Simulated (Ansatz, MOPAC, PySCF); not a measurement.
System: C₄H₅, net charge 0, doublet state. SMILES: [C@@H]12C[C@H]2[CH]1
Coordinates optimised at B3LYP-D3(BJ)/def2-TZVP (Ansatz, a first-principles code):
```
C
H 1 1.0800
C 1 1.4541 2 129.43
H 3 1.0820 1 125.05 2 3.66
C 3 1.4541 4 125.05 1 81.77
H 5 1.0800 3 129.43 4 -3.66
C 1 1.4962 2 126.14 3 -149.89
H 7 1.0852 1 117.05 2 6.32
H 7 1.0866 8 114.57 1 144.21
```
Charge 0, spin multiplicity 2.

Quantity: size of the dipole moment, in D. Terms: six Cartesian d functions in 6-31G* and its kin unless marked 5d; dispersion terms only where a functional's name holds one; LANL2DZ all-electron up to Ne; non-relativistic; PM7 with its own dispersion and hydrogen-bond terms; UHF or UKS for open shells; spin-orbit terms left out. Ab initio and DFT rows: single points at B3LYP-D3(BJ) geometries (Ansatz). Semi-empirical rows: dipoles at the shared geometry.

```tsv
level	program	size of the dipole moment (D)
PM7	MOPAC	1.99
PBE/def2-SVP	Ansatz	1.74
BLYP/6-31G*	Ansatz	1.69
BP86/def2-SVP	PySCF	1.75
B3LYP/LANL2DZ	Ansatz	2.12
B3LYP/cc-pVDZ	Ansatz	1.67
```

No value to compare with is used here. The 6 habitual levels span 1.67 (B3LYP/cc-pVDZ) to 2.12 D (B3LYP/LANL2DZ).

The levels are drawn from those run, B3LYP/6-31G* more often than the rest, none by its result; runs whose electronic state is in doubt are left out.
